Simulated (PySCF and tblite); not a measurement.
C₂H₈N₂, numbered as in [NH2:1][CH2:2][CH2:3][NH2:4].

Search: ETKDG and KDG, MMFF94s, GFN2-xTB, 150 starts; geometries at GFN2-xTB. Weights use PBE0-D3(BJ)/def2-TZVP energies plus GFN2-xTB zero-point and thermal terms (plain harmonic). Symmetry numbers and mirror images are counted. Conformers within 2 kcal/mol (GFN2-xTB free energy) were kept, 10 at most. GIAO shieldings: PBE0/pcSseg-1. Shifts are against TMS (¹H), TMS (¹³C), NH3 (¹⁵N) at the same level. (PySCF 2.14, tblite 0.8.)

Torsions listed: H1–N1–C2–C3, N1–C2–C3–N4, C2–C3–N4–H4. Of a mirror pair one member is shown.

| conformer | shape | weight % | dipole D |
| --- | --- | --- | --- |
| 1 | -174°, 67°, -49° | 58.8 | 1.95 |
| 2 | -54°, 58°, 63° | 27.5 | 2.22 |
| 3 | 58°, 175°, 61° | 6.2 | 2.17 |
| 4 | -59°, 65°, -59° | 5.5 | 0.31 |
| 5 | -59°, 180°, 59° | 2.0 | 0.00 |

Problem. How does the computed dipole moment compare with the measured one in the gas phase?

Solution. Computed: 1.95 D in the leading conformer, 1.97 D as root mean square over the ensemble. Measured: 1.99 D (NIST CCCBDB Release 22 (SRD 101), experimental dipoles), which may belong to one conformer.


¹⁵N shifts are against a computed isolated NH3 molecule, about 20 ppm from the liquid.